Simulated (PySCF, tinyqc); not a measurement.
Worked calculation: G0W0 on RHF in the sto-6g basis, for HF, spin multiplicity 1. The lowest restricted solution is unstable here: a spin-polarised one lies 0.0084 hartree lower (PySCF). One step of it, computed by the program tinyqc.

Question. G0W0 on Hartree-Fock: HOMO. W(p,q,m) = sqrt2 sum_ia (pq|ia) (X+Y)_ia,m; Sigma_c(x) = sum_(i,m) W^2/(x - e_i + w_m) + sum_(a,m) W^2/(x - e_a - w_m); solve x = e_p + Sigma_c(x) by Newton steps; Z = 1/(1 - dSigma/dx); 1 hartree = 27.211386 eV.

orbital energies (hartree): MO1 -26.265881, MO2 -1.425150, MO3 -0.476096, MO4 -0.472576, MO5 -0.472576, MO6 0.319795

Two-electron integrals over orbitals (pq|rs), unique and non-zero (hartree):
```
(11|11) 5.382564    (21|11) -0.536378   (21|21) 0.086141    (22|11) 1.256826
(22|21) -0.024464   (22|22) 0.879781    (31|11) 0.093707    (31|21) -0.014698
(31|22) 0.005878    (31|31) 0.017535    (32|11) -0.114593   (32|21) 0.004883
(32|22) -0.045512   (32|31) 0.020559    (32|32) 0.131413    (33|11) 0.879526
(33|21) -0.007954   (33|22) 0.685989    (33|31) -0.001996   (33|32) -0.012164
(33|33) 0.667948    (41|41) 0.030348    (42|41) 0.040156    (42|42) 0.190553
(43|41) -0.006331   (43|42) -0.025357   (43|43) 0.034320    (44|11) 1.265989
(44|21) -0.014263   (44|22) 0.899664    (44|31) 0.002392    (44|32) -0.061993
(44|33) 0.671406    (44|44) 0.998085    (51|51) 0.030348    (52|51) 0.040156
(52|52) 0.190553    (53|51) -0.006331   (53|52) -0.025357   (53|53) 0.034320
(54|54) 0.053789    (55|11) 1.265989    (55|21) -0.014263   (55|22) 0.899664
(55|31) 0.002392    (55|32) -0.061993   (55|33) 0.671406    (55|44) 0.890506
(55|55) 0.998085    (61|11) 0.101377    (61|21) -0.016892   (61|22) 0.003015
(61|31) -0.012885   (61|32) -0.022939   (61|33) 0.004983    (61|44) 0.002629
(61|55) 0.002629    (61|61) 0.019865    (62|11) -0.146348   (62|21) 0.004204
(62|22) -0.079647   (62|31) -0.019957   (62|32) -0.079894   (62|33) -0.022191
(62|44) -0.078777   (62|55) -0.078777   (62|61) 0.019003    (62|62) 0.090762
(63|11) -0.428902   (63|21) 0.006647    (63|22) -0.246821   (63|31) 0.001460
(63|32) 0.075376    (63|33) -0.091992   (63|44) -0.252311   (63|55) -0.252311
(63|61) -0.004142   (63|62) 0.033605    (63|63) 0.238411    (64|41) -0.006417
(64|42) -0.026210   (64|43) -0.023007   (64|64) 0.028416    (65|51) -0.006417
(65|52) -0.026210   (65|53) -0.023007   (65|65) 0.028416    (66|11) 0.829578
(66|21) -0.008416   (66|22) 0.632590    (66|31) 0.009373    (66|32) 0.043092
(66|33) 0.643387    (66|44) 0.617020    (66|55) 0.617020    (66|61) -0.006788
(66|62) -0.051296   (66|63) -0.024826   (66|66) 0.669075
```

excitation energies w (hartree): 0.847301  0.847301  1.175371  1.920648  26.625384

X + Y:
```
            1          2          3          4          5
1>6  0.000000   0.000000   0.000751  -0.002697   0.999254
2>6  0.000000   0.000000  -0.083877   0.950901   0.000188
3>6  0.000000   0.000000   0.820933   0.044314  -0.000019
4>6  0.040837   0.966180   0.000000   0.000000   0.000000
5>6  0.966180  -0.040837   0.000000   0.000000   0.000000
```

Give: The 12 largest terms at x = e_p; Newton steps; quasiparticle energy of the HOMO; Hartree-Fock value.

Answer.

The 12 largest terms at x = e_p (hartree; W for the signs of X + Y given):
```
q  m         W       term
5  3   -0.2836     0.0684
5  4   -0.1218     0.0077
3  1   -0.0314     0.0012
6  1    0.0388    -0.0009
2  1   -0.0358     0.0007
1  1   -0.0088   2.89e-06
3  2    0.0013   2.07e-06
6  2   -0.0016  -1.64e-06
2  2    0.0015   1.27e-06
5  5    0.0037   5.15e-07
1  2  3.71e-04   5.16e-09
```

Newton steps (hartree):
```
step        x  Sigma_c(x)       Z
0     -0.4726      0.0771  0.9394
1     -0.4002      0.0727  0.9456
2     -0.3999      0.0727  0.9456
3     -0.3999      0.0727  0.9456
```

quasiparticle energy of the HOMO = -10.8820 eV

Hartree-Fock value = -12.8595 eV
